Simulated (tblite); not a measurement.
Species: C₅H₆O.
Atom-mapped SMILES: `[CH2:1]=[CH:2]/[CH:3]=[CH:4]/[CH:5]=[O:6]` (hydrogens: H7, H8 on C1; H9 on C2; H10 on C3; H11 on C4; H12 on C5)

Computed with GFN2-xTB (tblite), gas phase: L-BFGS steps from a force-field or distance-geometry start until the largest atomic force falls under 0.01 eV/Å.

Step 17: E = -482.9126 eV
```
atom  x, y, z in Å  |  force x, y, z in eV/Å
C1     -1.8211    0.7397    1.4732    0.043  -0.022  -0.027
C2     -0.7680    0.0153    1.0930   -0.012   0.006   0.008
C3     -0.0727    0.1654   -0.1609   -0.021  -0.001   0.028
C4      0.9867   -0.5871   -0.5053   -0.029   0.011   0.034
C5      1.7040   -0.4534   -1.7618   -0.010  -0.006   0.010
O6      2.6560   -1.1251   -2.0780    0.007   0.018  -0.035
H7     -2.2444    1.5155    0.8536    0.053  -0.052   0.001
H8     -2.2961    0.5752    2.4276    0.018   0.035  -0.079
H9     -0.3821   -0.7511    1.7544   -0.003   0.014  -0.022
H10    -0.4356    0.9240   -0.8447   -0.014  -0.005   0.034
H11     1.3631   -1.3498    0.1631   -0.004  -0.011   0.025
H12     1.3115    0.3305   -2.4402   -0.028   0.013   0.022
```

Step 18: E = -482.9133 eV
```
atom  x, y, z in Å  |  force x, y, z in eV/Å
C1     -1.8198    0.7405    1.4704    0.036  -0.027  -0.016
C2     -0.7672    0.0132    1.0947   -0.004   0.023  -0.018
C3     -0.0718    0.1641   -0.1595   -0.013  -0.012   0.019
C4      0.9873   -0.5886   -0.5042   -0.017   0.008   0.032
C5      1.7033   -0.4526   -1.7617   -0.033   0.002   0.021
O6      2.6552   -1.1222   -2.0815    0.014   0.014  -0.036
H7     -2.2436    1.5161    0.8515    0.066  -0.051  -0.017
H8     -2.2959    0.5777    2.4232   -0.004   0.028  -0.035
H9     -0.3833   -0.7527    1.7589   -0.010   0.035  -0.047
H10    -0.4337    0.9226   -0.8451   -0.014  -0.020   0.062
H11     1.3642   -1.3512    0.1640   -0.004  -0.010   0.021
H12     1.3066    0.3326   -2.4365   -0.017   0.010   0.015
```

Step 19: E = -482.9139 eV
```
atom  x, y, z in Å  |  force x, y, z in eV/Å
C1     -1.8180    0.7411    1.4672    0.016  -0.021  -0.001
C2     -0.7665    0.0114    1.0961    0.010   0.025  -0.036
C3     -0.0709    0.1621   -0.1574    0.005  -0.021   0.003
C4      0.9880   -0.5905   -0.5024    0.006  -0.003   0.018
C5      1.7020   -0.4517   -1.7612   -0.043   0.009   0.024
O6      2.6542   -1.1183   -2.0864    0.005   0.016  -0.026
H7     -2.2416    1.5159    0.8488    0.068  -0.032  -0.048
H8     -2.2959    0.5809    2.4178   -0.028   0.016   0.020
H9     -0.3852   -0.7536    1.7630   -0.006   0.037  -0.057
H10    -0.4315    0.9203   -0.8446   -0.018  -0.024   0.075
H11     1.3658   -1.3534    0.1652   -0.006  -0.007   0.017
H12     1.3008    0.3350   -2.4321   -0.008   0.004   0.012
```

Q: Estimate the geometry and energy of step 20. (The exact step hangs on the optimiser's Hessian estimate; all steps are aligned on step 19, rigid shifts and turns removed.)

A: E = -482.9147 eV, largest force 0.102 eV/Å
```
atom  x, y, z in Å  |  force x, y, z in eV/Å
C1     -1.8161    0.7416    1.4637   -0.014  -0.005   0.017
C2     -0.7655    0.0099    1.0973    0.021   0.017  -0.038
C3     -0.0695    0.1592   -0.1549    0.023  -0.025  -0.015
C4      0.9893   -0.5930   -0.4999    0.032  -0.018   0.000
C5      1.6999   -0.4506   -1.7605   -0.035   0.013   0.016
O6      2.6528   -1.1130   -2.0926   -0.014   0.021  -0.009
H7     -2.2381    1.5153    0.8447    0.061  -0.005  -0.081
H8     -2.2965    0.5850    2.4120   -0.047   0.004   0.067
H9     -0.3877   -0.7537    1.7668    0.007   0.021  -0.052
H10    -0.4290    0.9170   -0.8426   -0.025  -0.015   0.070
H11     1.3680   -1.3563    0.1667   -0.006  -0.005   0.014
H12     1.2937    0.3380   -2.4266   -0.003  -0.002   0.011
```

The energy changes by -0.0008 eV. The first-order estimate −F·Δx gives -0.0010 eV and the mean of the old and new forces, exact on a quadratic surface, -0.0008 eV. The step makes an angle of 71° with the force vector and moves no atom by more than 0.009 Å.

What follows is the cost of the whole relaxation. Time: 0.13 s of wall time. Hardware: AMD EPYC 9R14, one thread, no GPU, shared host with 96 logical CPUs at a one-minute load of 50.
